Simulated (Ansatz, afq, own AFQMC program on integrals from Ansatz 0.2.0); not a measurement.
AFQMC on a folder of integrals that Ansatz 0.2.0 wrote.

```yaml
crystal:
  periodic: [false, false, false]
  atoms:
    - {symbol: B, position_ang: [0.000000, 0.000000, 1.731547]}
    - {symbol: Al, position_ang: [0.000000, 0.000000, -0.588094]}
    - {symbol: H, position_ang: [0.000000, -1.367107, -1.414802]}
    - {symbol: H, position_ang: [0.000000, 1.367107, -1.414802]}
basis:
  gaussian: {orbitals: cc-pVDZ}
magnetization: {spin_polarized: false}
correlation: {method: ccsd_t, electrons: outside_noble_gas, hamiltonian_folder: ham}
```

```sh
$ ansatz run in.yaml --threads 1 --pin off --events-out ev --progress --plain --max-ram 1382MiB
```

Options of the walk:

```
--method phaseless --trial cisd --walkers 70 --populations 1 --least-time 40 --time-step 0.005 --steps-per-block 50 --equilibration-blocks 28 --max-blocks 300 --target-error 0.00034 --factor-cut 1e-05 --seed 8515 --release-times 0.24,0.51,0.99,1.62,2.4 --release-step 0.03 --release-every 4 --taylor-order 6
```

Times are imaginary, in 1/Eh. The walk had a cap of 482 s.

afq prints:

```
orbitals 36  electrons 4 4  factors 264 of 399
reference energy -267.59139595 Eh
CCSD correlation -0.16093823 Eh in 16 cycles, weight of the determinant in the CISD state 0.8576
energy of the start -267.752334 Eh
 block  time / (1/Eh)  mean weight  energy / Eh
     1     0.250  0.9993  -267.750180
     2     0.500  1.0013  -267.750086
     3     0.750  0.9991  -267.750764
     4     1.000  1.0001  -267.751282
     5     1.250  1.0005  -267.751461
     8     2.000  0.9987  -267.754265
    17     4.250  1.0008  -267.756309
    41    10.250  1.0012  -267.755554
    65    16.250  1.0006  -267.758794
    89    22.250  1.0006  -267.758288
   113    28.250  1.0008  -267.760462
   137    34.250  1.0021  -267.756516
   161    40.250  1.0031  -267.763791
   185    46.250  1.0007  -267.758972
   193    48.250  1.0008  -267.766048
   209    52.250  1.0000  -267.756891
   233    58.250  1.0008  -267.757084
   257    64.250  1.0018  -267.756076
   273    68.250  1.0010  -267.751427
   281    70.250  0.9999  -267.757747
   305    76.250  0.9990  -267.764086
   321    80.250  1.0011  -267.752875
blocks merged  error / Eh  count
     1  0.000205  300
     2  0.000254  150
     4  0.000307  75
     8  0.000366  37
    16  0.000390  18
    32  0.000204  9
released: time / (1/Eh)  energy / Eh  error  mean overlap
  0.24  -267.757804  0.000512  1.0029
  0.51  -267.757479  0.000494  1.0086
  0.99  -267.757771  0.000407  0.9958
  1.62  -267.757741  0.000480  0.9923
  2.40  -267.758434  0.000732  0.9835
energy -267.757570 +/- 0.000390 Eh
(rows thinned)
```

The run passed its tests (sampling time, drift between the halves within three errors, error under three times the target), which doesn't prove that it has relaxed.

Against this walk (error 10.6 meV) on the same determinant: CCSD(T) 41.0 meV higher, CCSDT(Q) 2.7 meV higher (within the noise). The error is statistical and leaves out the bias of the constraint. Released to 2.40 1/Eh the energy moves by -23 ± 23 meV (both errors), within twice the noise.

Cautions: constraint bias not in the error; error above the target (10.6 against 9.3 meV); higher spins were not checked; restricted determinant unstable towards unrestricted (UHF 540 meV lower, ⟨S²⟩ 0.85).

The walk took 3.4 min on 1 thread of Arm Neoverse V1, with other jobs on the host. The log's last line is the phaseless energy.

CCSDT and higher add their correlation energy to the determinant of the CCSD(T) run, since their own runs factorise the integrals more tightly (a shift of under 2 meV). A walk keeps the symmetry of its determinant, which the program's search chose and which needn't be the lowest solution, so a lower state of the same spin and another symmetry isn't excluded.
